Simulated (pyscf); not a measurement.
PySCF, gas phase, ωB97X-D3(BJ)/def2-SVP geometries.

Problem. For the elementary gas-phase step ethane (H₃C–CH₃) + HS–ZnH → H₃C–CH₂–ZnH + H₂S (singlet surface; C–H, S–Zn broken, C–Zn, H–S formed), what barrier and reaction energy does ωB97M-D3(BJ)/def2-TZVP give, measured from the separated reactants?

Solution. ΔE‡ = 49.6 kcal/mol, ΔE = +31.7 kcal/mol. Zero-point energy shifts the barrier by -2.6 kcal/mol. It is a four-centre exchange, with an imaginary mode of 1280i cm⁻¹. On the product side the descent ends in a complex, 6.7 kcal/mol under the separated species and 21.9 kcal/mol under the saddle at ωB97X-D3(BJ)/def2-TZVP. One saddle was located; it need not be the lowest between these sides. Elements up to Kr have no core potential and no relativistic terms here.
